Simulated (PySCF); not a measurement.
These compounds are isomers of formula C₃H₄F₂O.

A. SMILES CO/C(F)=C\F
B. `C(CC(=O)F)F`
C. SMILES C=C(F)OCF
D. SMILES FC(C(C)=O)F

Spectrum 1. ¹H NMR (500 MHz, computed): δ 5.00 (dt, J = 52.1, 8.0 Hz, 2H), 3.07 (tdd, J = 8.0, 6.5, 5.8 Hz, 2H). ¹³C{¹H} NMR (computed): δ 169.2 (C, dd, J = 420.2, 17.9 Hz), 81.3 (CH2, dd, J = 225.3, 5.3 Hz), 36.0 (CH2, dd, J = 48.8, 22.2 Hz).

Spectrum 2. ¹H NMR (500 MHz, computed): δ 5.84 (d, J = 57.9 Hz, 2H), 4.08 (dd, J = 6.9, 6.7 Hz, 1H), 3.84 (ddd, J = 38.0, 6.9, 2.9 Hz, 1H). ¹³C{¹H} NMR (computed): δ 175.2 (C, dd, J = 330.7, 4.0 Hz), 102.6 (CH2, dd, J = 280.0, 5.6 Hz), 67.8 (CH2, d, J = 27.2 Hz).

Spectrum 3. ¹H NMR (500 MHz, computed): δ 6.89 (d, J = 77.9 Hz, 1H), 3.97 (d, J = 2.4 Hz, 3H). ¹³C{¹H} NMR (computed): δ 167.2 (C, dd, J = 341.2, 30.4 Hz), 128.1 (CH, dd, J = 303.2, 81.2 Hz), 54.8 (CH3, d, J = 19.9 Hz).

Spectrum 4. ¹H NMR (500 MHz, computed): δ 5.71 (t, J = 61.7 Hz, 1H), 2.50 (t, J = 2.0 Hz, 3H). ¹³C{¹H} NMR (computed): δ 205.1 (C, t, J = 26.3 Hz), 118.4 (CH, t, J = 315.7 Hz), 23.5 (CH3, t, J = 2.8 Hz).

[PySCF 2.14.0 with density-fitted response routines: couplings computed with B3LYP/pcJ-1 (spin–dipole term left out of most H,H and C,H couplings); structure optimised with GFN2-xTB; NMR shieldings at PBE0/pcSseg-1/GIAO; single conformer; no solvent; fast rotation and ring inversion assumed for equivalent nuclei; non-relativistic Hamiltonian]

Referencing at the same level of theory: TMS for ¹H, ¹³C. Multiplet labels drop J under 1 Hz and among equivalent protons, and merge close values. Unscaled 3J(H,H) run several per cent high. Vicinal couplings that depend on rotamer populations or ring flexing (ring, CH–CH, X–H and H–F types) are those of the one conformer. One-bond C–F couplings are unscaled and too large by tens of Hz. Shifts are as computed. Against solution values, carbons near 30 ppm lie about +3 ppm off and those near 130 ppm about +5 ppm. Of 1211 compounds with measured shifts, 218 miss one by over three times the rms of a fit or turn the order of signals round; such compounds aren't used in these exercises. Across acyclic CH2–CH2 and CH–CH2 bonds, 3J(H,H) assumes equally populated rotamers.

Q: Match each spectrum to its structure.

A: 1–B, 2–C, 3–A, 4–D.

- Spectrum 1 (B): 3 ¹³C signals; δC 81.3 is an sp3 CH2 bonded to F; δC 36.0 is an sp3 CH2 α to a carbonyl.
- Spectrum 2 (C): 3 ¹³C signals; δC 175.2 is an alkene carbon bearing oxygen; δC 102.6 is an sp3 CH2 bonded to F and O.
- Spectrum 3 (A): 3 ¹³C signals; δC 167.2 is an alkene carbon bearing oxygen; δC 54.8 is a methyl carbon bonded to O.
- Spectrum 4 (D): 3 ¹³C signals; δC 205.1 is a ketone carbonyl carbon; δC 118.4 is an sp3 CH bonded to 2 F, α to a carbonyl.
